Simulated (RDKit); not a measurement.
RDKit input (MMFF94):

```python
from rdkit import Chem
from rdkit.Chem import AllChem, rdDetermineBonds

mol = Chem.MolFromXYZFile('mol.xyz')
rdDetermineBonds.DetermineBonds(mol, charge=0)
print('SMILES', Chem.MolToSmiles(Chem.RemoveHs(mol)))
ff = AllChem.MMFFGetMoleculeForceField(mol, AllChem.MMFFGetMoleculeProperties(mol))
e0 = ff.CalcEnergy()
flag = ff.Minimize(maxIts=5000, forceTol=1e-5)
print(f'energy {e0:.4f} -> {ff.CalcEnergy():.4f} kcal/mol, converged: {flag == 0}')
print(Chem.MolToXYZBlock(mol))
```
mol.xyz:
```
12

O      0.01896663    -0.71043085     0.00501195
C     -0.00767407     0.70487061    -0.00510197
C      1.32701526    -1.23358840    -0.00630597
C     -1.44885685     1.16522519     0.00822254
H      0.53191605     1.09348631     0.87107085
H      0.51138476     1.08044940    -0.89918082
H      1.24509694    -2.31950930     0.00264131
H      1.87638747    -0.92393236    -0.90539463
H      1.89703806    -0.91081970     0.87514254
H     -1.97905540     0.78806055    -0.86721785
H     -1.95854557     0.80108383     0.90118280
H     -1.49886130     2.25558362     0.00077261
```

**Question.** Which steric energies does it print, before and after the minimisation?

**Answer.** 4.19 and 3.88 kcal/mol. They count from the force field's own zero for this bonding and are no heats of formation.
